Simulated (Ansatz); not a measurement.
# 1T (CdI2-type) PtS2

Level of theory: PBE-D4 in Ansatz (plane waves, PAW).

Settings: plane-wave cutoff 500 eV, 18×18×8 k mesh (along the axes of the cell as run), Fermi–Dirac smearing 0.05 eV, scalar-relativistic PAW data made under PBE.

Cell: relaxed at this level.

- volume per atom = 17.36 Å³/atom
- lattice parameter a = 3.584 Å
- lattice parameter c = 4.680 Å
- band gap = zero (no gap)

Measured, for comparison: band gap 0.7 eV (temperature not stated, not corrected to a static lattice, bulk, cited; as tabulated in Two-dimensional noble-metal chalcogenides and phosphochalcogenides, Angew. …); lattice constant a 3.542 Å (temperature not stated, not corrected to a static lattice; as tabulated in Björkman (2014), arXiv:1406.2436); lattice parameter c 5.036 Å (temperature not stated, zero-point anharmonic expansion removed (computed with revB86b-DF2); no thermal correction; as tabulated in Björkman (2014), arXiv:1406.2436). Computed (rounded) less measured: lattice constant a +1.2 %, lattice parameter c -7.1 %.

Spin–orbit coupling is not included.

Static lattice: no zero-point or thermal effects.

It cost very roughly 2.1 core-minutes of CPU time.

Ansatz is a quantum-chemistry and plane-wave program.
